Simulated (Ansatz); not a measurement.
Single points on C2H3B⁻, that is BH2(CCH) with one electron more.

```yaml
crystal:
  periodic: [false, false, false]
  atoms:
    - {symbol: B, position_ang: [0.567418, 0.980661, 0.005112]}
    - {symbol: H, position_ang: [1.756942, 0.978431, 0.102251]}
    - {symbol: H, position_ang: [-0.026673, 2.011663, -0.087076]}
    - {symbol: C, position_ang: [-0.184160, -0.318011, -0.001395]}
    - {symbol: C, position_ang: [-0.789886, -1.365047, -0.006941]}
    - {symbol: H, position_ang: [-1.323651, -2.287687, -0.011960]}
basis:
  gaussian: {orbitals: def2-TZVPD}
total_charge: -1
magnetization: {spin_polarized: true, initial_magnetization: 1}
hamiltonian: {xc: pbe0, dispersion: d4}
output: {orbitals: {seedname: orbitals}}
```

The file start.molden holds the orbitals of an earlier run on this structure, at another level or in another basis.

```sh
$ ansatz run in.yaml --threads 4 --pin off --events-out ev --progress --plain --max-ram 3916MiB
```

Output, abridged:

```
Functional definition: PBE0
666 factors; their error is unknown
mean field evaluation 1: about -2792.2796 eV, gradient 1.9e1 eV
mean field evaluation 2: about -2791.9480 eV, gradient 2.0e1 eV
mean field evaluation 4: about -2794.3021 eV, gradient 1.8e0 eV
mean field evaluation 8: about -2794.3200 eV, gradient 6.8e-2 eV
mean field evaluation 16: about -2794.3224 eV, gradient 1.1e-4 eV
mean field -2794.32237063 eV, -102.6894530610 hartree, gradient 3.3e-5 eV, S^2 0.761600; 0 other end points of the search recorded, 0 dependent functions left out
reference -2794.32240226 eV, -102.6894542234 hartree; 11, 10 occupied and 127, 128 virtual orbitals, 666 factors
Total energy: -2794.39907092 eV, -102.6922717445 hartree
```

It took 1.2 s on 4 threads of Arm Neoverse V2 on a shared host.

As the first input, with `gaussian: {orbitals: def2-TZVPD, initial_orbitals: start.molden}`, `hamiltonian: {xc: r2scan, dispersion: d4}`, `scf: {omitted_lower_state_checks: [starts]}` (abridged; 1.9 s):

```
Functional definition: r2SCAN
mean field -2796.32243089 eV, -102.7629539196 hartree, gradient 2.1e-5 eV, S^2 0.765554
Total energy: -2796.34456825 eV, -102.7637674527 hartree
Checks for a lower state left out: starts
```

First input, but with `gaussian: {orbitals: def2-TZVPD, initial_orbitals: start.molden}`, `correlation: {method: ccsd_t}`, `scf: {omitted_lower_state_checks: [starts, cluster_reference]}` and without the key `hamiltonian` (abridged; 15 s):

```
Functional definition: HF
mean field -2778.63948814 eV, -102.1131177596 hartree, gradient 2.0e-6 eV, S^2 0.838723
3 core orbitals not correlated: weight in the atoms' cores, before any rotation towards them, 1.000 or more for the frozen orbitals, at most 0.000 for the correlated occupied ones
second order -11.09981351 eV of doubles, -0.00000000 eV of singles
cycle   1  -11.39997143 eV  change   -3.0e-1 eV  update   9.2e-2
cycle   2  -11.78104593 eV  change   -3.8e-1 eV  update   3.3e-2
cycle   3  -11.88098145 eV  change   -1.0e-1 eV  update   2.1e-2
cycle   4  -11.88668403 eV  change   -5.7e-3 eV  update   9.1e-3
cycle   5  -11.88757246 eV  change   -8.9e-4 eV  update   3.5e-3
cycle   6  -11.88774057 eV  change   -1.7e-4 eV  update   1.5e-3
cycle   7  -11.88802907 eV  change   -2.9e-4 eV  update   5.5e-4
cycle   8  -11.88816440 eV  change   -1.4e-4 eV  update   2.7e-4
cycle   9  -11.88814888 eV  change    1.6e-5 eV  update   1.3e-4
cycle  10  -11.88811205 eV  change    3.7e-5 eV  update   6.2e-5
cycle  11  -11.88814518 eV  change   -3.3e-5 eV  update   2.9e-5
cycle  12  -11.88814655 eV  change   -1.4e-6 eV  update   1.2e-5
perturbative correction -0.60019477 eV, -0.0220567510 hartree
Total energy: -2791.12782946 eV, -102.5720558383 hartree
Checks for a lower state left out: starts, cluster_reference
```

First input, but with `gaussian: {orbitals: def2-TZVPD, initial_orbitals: start.molden}`, `hamiltonian: {xc: pbe, dispersion: d4}`, `scf: {omitted_lower_state_checks: [starts]}` (abridged; 1.1 s):

```
Functional definition: PBE
mean field -2794.01170549 eV, -102.6780363274 hartree, gradient 2.5e-5 eV, S^2 0.755698
Total energy: -2794.10413323 eV, -102.6814329843 hartree
Checks for a lower state left out: starts
```

Geometry: PBE0-D4/def2-TZVP, that of the neutral singlet.

Correlated methods freeze 3 core orbitals. At PBE0-D4/def2-TZVPD, r2SCAN-D4/def2-TZVPD, PBE-D4/def2-TZVPD the highest occupied level of the charge -1 doublet lies above zero (up to 2.34 eV). By energy differences its removal costs 0.53 eV (vertical, to the charge 0 singlet, at PBE-D4/def2-TZVPD); a positive level beside a positive removal energy at the same level points to self-interaction error. At CCSD(T)/def2-TZVPD the charge -1 doublet is spin-contaminated (final ⟨S²⟩ up to 0.84, 0.75 for a pure state).
